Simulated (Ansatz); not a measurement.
Elastic constant C11 (GPa) of solids drawn from the class of oxides, at two levels: PBE (Ansatz, an electronic-structure program, plane waves, PAW), and r²SCAN (plane waves, PAW; Ansatz).

| solid | PBE | r²SCAN |
|---|---|---|
| rutile TiO₂ | 257 | 291 |
| cubic perovskite BaHfO₃ | 309 | ? |
| anatase TiO₂ (metastable phase) | 320 | 364 |
| rock-salt MgO | 267 | 310 |
| rock-salt SrO | 160 | 183 |
| stishovite (SiO2) | 387 | 452 |
| rock-salt CaO | 201 | 231 |
| cubic perovskite KTaO₃ | 414 | 462 |
| cubic perovskite BaZrO₃ | 291 | ? |
| rutile SnO₂ | 209 | 254 |

Q: Estimate the withheld r²SCAN values from the other rows.

A: One way: carry over the typical ratio. The ratios r²SCAN / PBE of the other rows, in order: 1.116, 1.132, 1.137, 1.144, 1.149, 1.161, 1.168, 1.215; median 1.1465. Cubic perovskite BaHfO₃: 309 × 1.1465 = 354 GPa; the run gives 340 GPa. Cubic perovskite BaZrO₃: 291 × 1.1465 = 334 GPa; the run gives 319 GPa. The ratios spread from 1.116 to 1.215, so such an estimate is rough. Cubic perovskite BaHfO₃ lies outside that spread. Cubic perovskite BaZrO₃ lies outside that spread.

Over all 10 rows r²SCAN is the larger in 10.

Ansatz's runs of these crystals have no spin polarisation.

Spin–orbit coupling is left out, also for the solids with elements from indium on (cubic perovskite BaHfO3, cubic perovskite KTaO3, cubic perovskite BaZrO3, rutile SnO2); its size isn't shown.

Each level is taken at its own relaxed cell. Ansatz's density-functional and Hartree–Fock values are scalar-relativistic unless marked +SOC, with PAW data made under PBE.
